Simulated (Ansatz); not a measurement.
BCl₂, SMILES Cl[B]Cl, vertical spin-state energies

Computed with Ansatz 0.2.0, Python API.

Run as a notebook:

```python
import ansatz as az
from ase import Atoms

atoms = Atoms(["Cl", "B", "Cl"], positions=[
    [0.4289, -1.6289, 0.0495],
    [-0.549, -0.0294, -0.3007],
    [0.1092, 1.5935, 0.238],
])
system = az.Crystal.molecule_from_ase(atoms)
```

```python
setup = system.calculation()
setup = setup.basis(gaussian="cc-pVDZ")
setup = setup.functional("r2scan")
found = {}
for unpaired in [1, 3]:
    summary = setup.spin("collinear", total=unpaired).run(threads=1, backend="cpu").report
    s = unpaired / 2
    found[unpaired] = summary["free_energy_ev"]
    print(f"2S+1 = {unpaired + 1}: E = {found[unpaired]:.5f} eV, <S^2> = {abs(summary['mean_field']['state']['spin_squared']):.3f} (pure state {s * (s + 1):.2f})")
lowest = min(found, key=found.get)
for unpaired, e in found.items():
    print(f"multiplicity {unpaired + 1}: {96.485332 * (e - found[lowest]):.1f} kJ/mol above the lowest")
```

    2S+1 = 2: E = -25719.59719 eV, <S^2> = 0.755 (pure state 0.75)
    2S+1 = 4: E = -25714.72024 eV, <S^2> = 3.756 (pure state 3.75)
    multiplicity 2: 0.0 kJ/mol above the lowest
    multiplicity 4: 470.6 kJ/mol above the lowest

In order: multiplicity 2 (+0.00 eV) and multiplicity 4 (+4.88 eV), all at the one geometry.

What to keep in mind:
- The settings weren't tested for convergence.
- The geometry is a force-field or estimated start, not a minimum of this method, and the basis set is short of its limit. All parts are taken at fixed geometry, without zero-point energy.
- The species is open-shell (spin multiplicity 2).
- It ran for 24 s on 1 thread of Arm Neoverse V1, on a shared host, peak memory 0.21 GiB.

(Lines on the test bed's own set-up are left out of the output.)
